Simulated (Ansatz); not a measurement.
This Ansatz (a program for electronic structure) input (PBE0/cc-pVDZ) gives -56.48529 Eh with 29 basis functions.

Ansatz 0.2 input:
```yaml
crystal:
  periodic: [false, false, false]
  atoms:
    - {symbol: N, position_ang: [0.00224146, -0.00382052, 0.11155442]}
    - {symbol: H, position_ang: [-0.00202883, 0.95117179, -0.22808750]}
    - {symbol: H, position_ang: [0.80949996, -0.46442426, -0.29287493]}
    - {symbol: H, position_ang: [-0.82316134, -0.46000387, -0.25991854]}
basis:
  gaussian:
    orbitals: cc-pVDZ
hamiltonian:
  xc: {name: PBE0}
magnetization: {spin_polarized: false}
```

Change:
```diff
- orbitals: cc-pVDZ
+ orbitals: def2-TZVPP
```

Task: What does the run give now?

Result: -56.51573 Eh (PBE0/def2-TZVPP, 73 functions), a change of -30.44 mEh.
